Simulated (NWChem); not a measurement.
CH6Si; SMILES C[SiH3]

All runs: NWChem. Structure relaxed at the PBE-D3(BJ)/def2-SVP level. Ions are spin-unrestricted doublets at the neutral geometry; other ion states weren't tried.

**Question.** Estimate the computed values for CAM-B3LYP/def2-TZVP. Quantities: vertical ionisation energy, ΔSCF (eV); −ε(HOMO) (eV).

**Answer.** 
```
Item                                   Value
-------------------------------------  -----
vertical ionisation energy, ΔSCF (eV)  11.96
−ε(HOMO) (eV)                          10.59
```
